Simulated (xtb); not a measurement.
BCl₃, quintet, at a GFN2-xTB geometry of the parent state (a higher spin typed on purpose: for a closed-shell molecule this is an excited state); GFN0-xTB run with xtb 6.7.1.

xtb was given this input:
```
$ xtb mol.xyz --gfn 0 --chrg 0 --uhf 4 --json

# file mol.xyz
4

B     -0.00012924     0.00017465    -0.01065182
Cl     0.02666439     1.72290836     0.02897049
Cl     1.47887022    -0.88426276    -0.03139692
Cl    -1.50549659    -0.83869697     0.00555932
```

Output, abridged:

```
   ID    Z sym.   atoms
    1    5 B      1
    2   17 Cl     2-4

           -------------------------------------------------
          |                Calculation Setup                |
           -------------------------------------------------

           -------------------------------------------------
          |                 G F N 0 - x T B                 |
           -------------------------------------------------

          ...................................................
          :                      SETUP                      :
          :.................................................:
          :  # basis functions                  34          :
          :  # atomic orbitals                  31          :
          :  # shells                           11          :
          :  # electrons                        24          :
          :  electronic temp.          300.0000000     K    :
          :  accuracy                    1.0000000          :
          :  -> integral cutoff          0.2500000E+02      :
          :  -> integral neglect         0.1000000E-07      :
          ...................................................

         :::::::::::::::::::::::::::::::::::::::::::::::::::::
         ::                     SUMMARY                     ::
         :::::::::::::::::::::::::::::::::::::::::::::::::::::
         :: total energy             -13.805387309481 Eh    ::
         :: gradient norm              0.115324969743 Eh/a0 ::
         :: HOMO-LUMO gap              1.395619236288 eV    ::
         ::.................................................::
         :: H0 energy                -13.832416022824 Eh    ::
         :: repulsion energy           0.033244738733 Eh    ::
         :: electrostat energy        -0.004990141611 Eh    ::
         :: -> Gsolv                   0.000000000000 Eh    ::
         ::    -> Gsasa                0.000000000000 Eh    ::
         ::    -> Gshift               0.000000000000 Eh    ::
         :: dispersion energy         -0.001225883779 Eh    ::
         :: short-range corr.          0.000000000000 Eh    ::
         :: add. restraining           0.000000000000 Eh    ::
         :: total charge              -0.000000000000 e     ::
         :::::::::::::::::::::::::::::::::::::::::::::::::::::

           -------------------------------------------------
          |                Property Printout                |
           -------------------------------------------------

    * Orbital Energies and Occupations

         #    Occupation            Energy/Eh            Energy/eV
      -------------------------------------------------------------
         1        2.0000           -0.9715176             -26.4363
         2        2.0000           -0.9715176             -26.4363
         3        2.0000           -0.9702570             -26.4020
         4        2.0000           -0.5388091             -14.6617
         5        2.0000           -0.4960583             -13.4984
         6        2.0000           -0.4960583             -13.4984
         7        2.0000           -0.4794232             -13.0458
         8        1.9988           -0.4509614             -12.2713
         9        1.9988           -0.4509614             -12.2713
        10        1.4977           -0.4445700             -12.0974
        11        1.4977           -0.4445700             -12.0974
        12        1.0069           -0.4398611             -11.9692
        13        1.0000           -0.2287447              -6.2245
        14        1.0000           -0.1776462              -4.8340 (HOMO)
        15                         -0.1263581              -3.4384 (LUMO)
        16                         -0.1263581              -3.4384
        17                         -0.0669584              -1.8220
        18                         -0.0667702              -1.8169
        19                         -0.0667702              -1.8169
        20                         -0.0655229              -1.7830
        21                         -0.0655229              -1.7830
        22                         -0.0631870              -1.7194
        23                         -0.0618266              -1.6824
        24                         -0.0618266              -1.6824
        25                         -0.0592167              -1.6114
       ...                                ...                  ...
        31                          0.3823656              10.4047
      -------------------------------------------------------------
                  HL-Gap            0.0512881 Eh            1.3956 eV
             Fermi-level            0.0000000 Eh            0.0000 eV

     #   Z          covCN         q      C6AA      α(0)
     1   5 B        2.469     0.153    34.979    10.063
     2  17 Cl       0.986    -0.051    98.807    15.195
     3  17 Cl       0.986    -0.051    98.807    15.195
     4  17 Cl       0.986    -0.051    98.807    15.195

 Mol. C6AA /au·bohr⁶  :       1275.577852
 Mol. C8AA /au·bohr⁸  :      52822.438702
 Mol. α(0) /au        :         55.648567

Wiberg/Mayer (AO) data.
largest (>0.10) Wiberg bond orders for each atom

 ---------------------------------------------------------------------------
     #   Z sym  total        # sym  WBO       # sym  WBO       # sym  WBO
 ---------------------------------------------------------------------------
     1   5 B    2.768 --     4 Cl   0.923     2 Cl   0.923     3 Cl   0.923
     2  17 Cl   1.440 --     1 B    0.923     3 Cl   0.259     4 Cl   0.259
     3  17 Cl   1.440 --     1 B    0.923     2 Cl   0.259     4 Cl   0.259
     4  17 Cl   1.440 --     1 B    0.923     2 Cl   0.259     3 Cl   0.259
 ---------------------------------------------------------------------------

Topologies differ in total number of bonds
Writing topology from bond orders to xtbtopo.mol

 dipole moment from electron density (au)
     X       Y       Z
  -0.0000   0.0001  -0.0033  total (Debye):    0.008

           -------------------------------------------------
          | TOTAL ENERGY              -13.805387309481 Eh   |
          | GRADIENT NORM               0.115324969743 Eh/α |
          | HOMO-LUMO GAP               1.395619236288 eV   |
           -------------------------------------------------

normal termination of xtb
```
